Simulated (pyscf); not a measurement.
Optimised with ωB97X-D3(BJ)/def2-SVP in PySCF. MP2 and CC: frozen core, UHF for open shells. ΔMP2 is the change of the MP2 total energy from the triple- to the quadruple-zeta basis.

Task: What is the homolytic dissociation enthalpy (298 K, CCSD(T)/def2-TZVPP + ΔMP2(QZVPP)) of the B–N bond of H₂N–B(NH₂)–NH₂, to NH₂• + [H₂N–B–NH₂]•?

Result: B–N to NH₂• + [H₂N–B–NH₂]•: 517.3 kJ/mol. The radicals are drawn with the spin at the cut bond; how far it spreads was not checked. Other isomers of [H₂N–B–NH₂]• were not searched in full and may lie lower. The CCSD(T) − MP2 part came from Ansatz, without density fitting, on the same reference.
